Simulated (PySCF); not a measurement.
Broadened absorption spectrum of C3H2N2

Compound: C₃H₂N₂.
Cartesian coordinates in Å at the GFN2-xTB level; atoms count from 1:
```xyz
7
C3H2N2 angstrom
N      2.756   -0.203    0.015
C      1.638    0.056   -0.028
C      0.289    0.333   -0.072
N     -0.628    1.185   -0.237
C     -1.073   -0.199    0.045
H     -1.497   -0.764   -0.775
H     -1.481   -0.403    1.025
```

Computed with TDDFT PBE0/def2-SVPD, vertical, gas phase, core orbitals frozen in the response in PySCF 2.14.0, density-fitted response routines.

Computed states:

```csv
state,E (eV),f
S1,4.04,0.0002
S2,5.64,0.072
S3,6.19,0.0001
S4,7.03,0.0055
S5,7.07,0.0085
S6,7.13,0.070
S7,7.68,0.264
S8,7.91,0.0005
```

Broadening: Gaussians 0.25 eV wide at half height, area fixed by f = 4.319×10⁻⁹ ∫ε dν̃. The width is an assumption, not a result. The curve ends short of the highest state used, and states not computed would add to its high-energy end.

Question: What does the envelope look like, and where are its maxima?

Answer: 
E (eV), ε (L mol⁻¹ cm⁻¹) and a bar:
```
     3.66          0 
     3.75          0 
     3.83          3 
     3.91          9 
     4.00         16 
     4.08         16 
     4.17          8 
     4.25          2 
     4.34          0 
     4.42          0 
     4.51          0 
     4.59          0 
     4.68          0 
     4.76          0 
     4.85          0 
     4.93          0 
     5.02          0 
     5.10          0 
     5.19          1 
     5.27         17 
     5.36        235 #
     5.44       1297 #####
     5.53       4498 ################
     5.61       7430 ##########################
     5.69       6955 ########################
     5.78       3276 ###########
     5.86        918 ###
     5.95        112 
     6.03         14 
     6.12         12 
     6.20         15 
     6.29         10 
     6.37          4 
     6.46          1 
     6.54          0 
     6.63          1 
     6.71         12 
     6.80        154 #
     6.88        889 ###
     6.97       3581 ############
     7.05       7256 #########################
     7.14       8632 ##############################
     7.22       5701 ####################
     7.31       1916 #######
```

Maxima: 307 nm (4.03 eV), ε about 17, made up of S1 (100%); 220 nm (5.64 eV), ε about 7700, made up of S2 (100%); 200 nm (6.19 eV), ε about 15, made up of S3 (100%); 174 nm (7.12 eV), ε about 8800, made up of S6 (86%) (ε in L mol⁻¹ cm⁻¹; maxima over ε = 5, shares over 10%).

Question: On this curve, what absorbance would a 10⁻⁴ mol/L sample give at 308 nm over a 1 cm path?

Answer: 308 nm is 4.025 eV, where ε is about 17 L mol⁻¹ cm⁻¹, so A = ε c l ≈ 0.0017 (Beer–Lambert, with the gas-phase spectrum and the assumed width).

Question: Coming from long wavelengths, where does ε first pass 100 L mol⁻¹ cm⁻¹?

Answer: At about 233 nm (5.33 eV), 1.29 eV above S1.

Question: What would ε be at 7.12 eV, the highest of these maxima, with half the width (0.125 eV)?

Answer: About 16400 L mol⁻¹ cm⁻¹ against 8800, a factor of about 1.9; a lone state at its own centre would give exactly 2.
